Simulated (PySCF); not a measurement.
First SCF of a structure search on singlet FSiN, at a hand-made bent geometry. PySCF input:

```python
from pyscf import gto, scf, dft
mol = gto.M(atom='''
Si     0.000000     0.000000     0.000000
N     -1.368000     0.000000     0.957900
F      1.474500     0.000000     1.032400''',
    basis={'Si': 'def2-TZVP', 'N': 'def2-TZVP', 'F': 'def2-TZVP'},
    charge=0, spin=0)
mf = dft.RKS(mol, xc='PBE0')
mf.grids.atom_grid = (50, 194)
aux = {'Si': 'def2-universal-JKFIT', 'N': 'def2-universal-JKFIT', 'F': 'def2-universal-JKFIT'}
mf = mf.density_fit(auxbasis=aux)
mf.conv_tol = 1e-08
mf.diis_space = 10
mf.max_cycle = 60
mf.init_guess = 'minao'
mf.verbose = 4
mf.kernel()
```

Excerpt of the output (cycles and frontier levels):

```
init E= -443.696065368425
  HOMO = -0.289260389547186  LUMO = -0.229955642900912  gap/eV = 1.61376
cycle= 1 E= -443.52118109758  delta_E= 0.175  |g|= 0.869  |ddm|= 1.67
  HOMO = -0.151345096971631  LUMO = -0.139585846477944  gap/eV = 0.31999
cycle= 2 E= -441.819388990355  delta_E=  1.7  |g|= 2.38  |ddm|= 2.26
  HOMO = -0.306586392285267  LUMO = -0.230550479478609  gap/eV = 2.06904
cycle= 3 E= -443.694558504823  delta_E= -1.88  |g|= 0.501  |ddm|= 1.84
  HOMO = -0.269842440668915  LUMO = -0.197862361773623  gap/eV = 1.95868
cycle= 4 E= -443.668086380684  delta_E= 0.0265  |g|= 0.549  |ddm|= 0.618
  HOMO = -0.298859351147202  LUMO = -0.207545551361555  gap/eV = 2.48478
cycle= 5 E= -443.742927856911  delta_E= -0.0748  |g|= 0.152  |ddm|= 0.243
  HOMO = -0.307211148506184  LUMO = -0.209803289959311  gap/eV = 2.65060
cycle= 6 E= -443.749089082449  delta_E= -0.00616  |g|= 0.0592  |ddm|= 0.0712
  HOMO = -0.308255600726386  LUMO = -0.208760360697163  gap/eV = 2.70740
cycle= 7 E= -443.750162735388  delta_E= -0.00107  |g|= 0.0151  |ddm|= 0.0458
  HOMO = -0.309254500538001  LUMO = -0.209144631545819  gap/eV = 2.72413
cycle= 8 E= -443.750260497683  delta_E= -9.78e-05  |g|= 0.00618  |ddm|= 0.021
  HOMO = -0.309478583294886  LUMO = -0.209228445133284  gap/eV = 2.72795
cycle= 9 E= -443.75028216767  delta_E= -2.17e-05  |g|= 0.00124  |ddm|= 0.0125
  HOMO = -0.309487330069732  LUMO = -0.209294133269196  gap/eV = 2.72640
cycle= 10 E= -443.750283600418  delta_E= -1.43e-06  |g|= 0.000183  |ddm|= 0.00498
  HOMO = -0.309495492412745  LUMO = -0.209315079386478  gap/eV = 2.72605
cycle= 11 E= -443.750283609938  delta_E= -9.52e-09  |g|= 4.87e-05  |ddm|= 0.000267
  HOMO = -0.309499063901731  LUMO = -0.209317920343963  gap/eV = 2.72607
Extra cycle  E= -443.750283605937  delta_E= 4e-09  |g|= 0.000138  |ddm|= 0.000186
converged SCF energy = -443.750283605937
```

No lower solution of this spin was found by a stability analysis within the restricted form, which does not test spin polarisation.

The search for the lowest solution, with the stability check, took 3.4 s on 2 threads of a shared Arm Neoverse V2 host, with 99 basis functions; the process peaked at 0.31 GiB. Launch command: `OMP_NUM_THREADS=2 python axn.py task.json out`.
